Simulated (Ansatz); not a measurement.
Cartesian coordinates (Å):
```xyz
4

Cl    -0.8772    -1.4994    -0.0006
B      0.0000     0.0000     0.0000
Cl    -0.8599     1.5094    -0.0006
Cl     1.7371    -0.0100     0.0013
```
Charge +1, spin multiplicity 2.

Computed with frozen-core CCSD(T)/cc-pVTZ // PBE0-D3(BJ)/def2-TZVP run with Ansatz (a first-principles code). The geometry is that of the parent before the electron was removed. Warnings of the run: other_roots.

| Property | Value |
|---|---|
| HF energy | -1402.94485 Ha |
| MP2 correlation energy | -0.65897 Ha |

Problem. Estimate the CCSD correlation energy, the (T) correction, the total energy and the T1 diagnostic.

Solution. 
```json
{
 "CCSD correlation energy": "-0.69829 Ha",
 "(T) correction": "-0.03819 Ha",
 "CCSD(T) total energy": "-1403.68134 Ha",
 "T1 diagnostic": "0.016"
}
```
